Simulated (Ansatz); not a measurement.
H$_{3}$OPSi, SMILES `O1[SiH2]P1` at its PBE0-D4/def2-TZVP geometry, where that method's forces vanish. Total charge 0; spin multiplicity 1.

```xyz
6

O     0.2629    1.0437   -0.6765
Si    0.2817    0.0118    0.6364
P    -1.2488    0.2162   -0.8638
H     0.1714    0.6642    1.9585
H     1.3180   -1.0424    0.5905
H    -0.7851   -0.8934   -1.6451
```

**Question.** What forces (eV/Å) does B3LYP-D4/def2-TZVPP give on these atoms in Ansatz? (An estimate is asked.)

**Answer.** Ansatz gave: 
```
O1   0.174  0.144 -0.016
Si2  0.206 -0.068  0.290
P3  -0.292 -0.121 -0.205
H4   0.020 -0.047 -0.078
H5  -0.061  0.071  0.016
H6  -0.047  0.021 -0.006
```

B3LYP here is the variant with VWN-RPA as its local correlation; programs differ in this.
